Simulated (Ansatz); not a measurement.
## Isomers of C3H7FO

2 of its isomers, all singlets with charge 0: A = `COC(C)F`; B = 2-fluoroethyl methyl ether `COCCF`.

Shapes, held fixed at every level: PBE0-D4/def2-TZVP. Flexible molecules stand in one conformer, not always the lowest. Programs: Ansatz 0.2.0.

A:

```xyz
12

C    -1.7820    0.5518   -0.0213
O    -0.4319    0.5592   -0.4342
C     0.3704   -0.3044    0.2629
C     1.7341   -0.3350   -0.3603
F     0.4870    0.1242    1.5834
H    -2.3262    1.2026   -0.7041
H    -2.2025   -0.4603   -0.0769
H    -1.8875    0.9274    0.9999
H    -0.0918   -1.3015    0.3279
H     2.1453    0.6751   -0.3812
H     1.6677   -0.7134   -1.3810
H     2.3941   -0.9808    0.2189
```

B:

```xyz
12

C    -0.9338    1.1064    0.8395
O     0.0402    0.1418    1.1601
C     0.8978   -0.1931    0.1052
C     0.3182   -1.1623   -0.8926
F    -0.6078   -0.5464   -1.7203
H    -1.4260    1.3815    1.7726
H    -0.4724    2.0030    0.4039
H    -1.6809    0.7252    0.1366
H     1.2427    0.7085   -0.4235
H     1.7724   -0.6716    0.5581
H    -0.1881   -1.9840   -0.3777
H     1.1146   -1.5643   -1.5280
```

Electronic energies in kJ/mol, without zero-point or thermal terms.

Question: From chemical knowledge, estimate the order of stability.

Answer: A < B in rising energy, over a span of 57 kJ/mol, by CCSD(T)/CBS estimate. All levels agree on that. The B − A difference spans +56.2 to +62.7 kJ/mol over the levels. The CBS estimate extrapolates MP2 from def2-TZVPP and def2-QZVPP and adds CCSD(T) − MP2 in the triple-zeta set, cores frozen.

```
               level                   kind  B − A
    SPW92/def2-TZVPP                    LDA  +61.8
r2SCAN-D4/def2-TZVPP               meta-GGA  +61.2
        MP2/def2-SVP    perturbation theory  +62.7
       CCSD/def2-SVP  coupled cluster or CI  +59.3
  CCSD(T)/def2-TZVPP  coupled cluster or CI  +57.0
     CCSD/def2-TZVPP  coupled cluster or CI  +56.2
CCSD(T)/CBS estimate  coupled cluster or CI  +57.3
```
